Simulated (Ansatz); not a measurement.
**Abstraction of F: SiH2(CH3)F + SiH3(SiH2) → SiH2(CH3) + SiH2(SiH3)F**

Species: SiH2(CH3)F, singlet; SiH3(SiH2), doublet; SiH2(CH3), doublet; SiH2(SiH3)F, singlet. A radical takes F: the energy is the difference in strength between two Si–F bonds in different surroundings.

Shapes, held fixed at every level: PBE0-D4/def2-TZVP. Programs: Ansatz 0.2.0. The zero-point and thermal change to 298 K, harmonic and unscaled (PBE0-D4/def2-TZVP), is -0.2 kJ/mol.

| level | kind | ΔH(298 K) (kJ/mol) | less CCSD(T)/CBS estimate | CPU time (sum over the molecules) |
| --- | --- | --- | --- | --- |
| SPW92/def2-TZVPP | LDA | +34.5 | -1.6 | 11 s |
| r2SCAN-D4/def2-TZVPP | meta-GGA | +36.1 | 0.0 | 44 s |
| B3LYP-D4/def2-TZVPP | global hybrid | +33.5 | -2.6 | 28 s |
| r2SCAN0-D4/def2-TZVPP | global hybrid | +37.0 | +0.9 | 43 s |
| wB97M-V/def2-TZVPP | range-separated hybrid | +37.0 | +0.9 | 87 s |
| B2PLYP/def2-TZVPP | double hybrid | +34.5 | -1.6 | 35 s |
| CCSD(T)/def2-TZVPP | coupled cluster or CI | +36.5 | +0.4 | 4.2 min |
| CCSD(T)/CBS estimate | coupled cluster or CI | +36.1 | 0.0 | 5.9 min |

The highest level, CCSD(T)/CBS estimate, gives ΔH(298 K) = +36.1 kJ/mol; the levels span +33.5 to +37.0. The column of differences is taken from that level and isn't an error. No measured value is set beside it here. Open shells run unrestricted unless RO is named. The CBS estimate extrapolates MP2 from def2-TZVPP and def2-QZVPP and adds CCSD(T) − MP2 in the triple-zeta set, cores frozen. Times are processor times on shared x86 and Arm servers, and rough.
